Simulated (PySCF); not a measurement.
Write Cartesian coordinates for InChI=1S/C5H7F/c1-4-2-5(4)3-6/h2,5H,3H2,1H3/t5-/m1/s1 as optimised with PBE0-D3(BJ)/def2-SVP.

```
atom  x, y, z in Å
C1     1.9923    0.0914   -0.1696
C2     0.6299    0.6392   -0.1385
C3    -0.2432    1.5592    0.1399
C4    -0.7831    0.3374   -0.5474
C5    -1.5846   -0.6934    0.1955
F6    -1.2170   -1.9643   -0.1968
H7     2.0119   -0.9040    0.3009
H8     2.3181   -0.0488   -1.2134
H9     2.7116    0.7477    0.3404
H10   -0.4928    2.5416    0.5320
H11   -1.0412    0.3910   -1.6203
H12   -2.6664   -0.5804    0.0030
H13   -1.4091   -0.5987    1.2820
```

Any rigid rotation of these coordinates is as good. Atoms count from 1 in this order. The 5 C–C bonds span 1.298 Å (C2=C3, drawn double) to 1.502 Å (C4–C5, drawn single), a spread of 0.204 Å. The 3-membered ring C2–C3–C4 has internal angles of 51.2° to 64.4°.

Bonds between heavy atoms (Å): C1–C2 1.469, C2=C3 1.298, C3–C4 1.502, C4–C5 1.502, C5–F6 1.380, C2–C4 1.502.

Computed, not measured: PBE0-D3(BJ)/def2-SVP geometry optimisation, gas phase in PySCF.

Point group: C1 (no symmetry element, even within 0.4 Å). Not checked by PBE0-D3(BJ)/def2-SVP frequencies. One conformer, not necessarily the lowest (C3–C4–C5–F6 -139°).
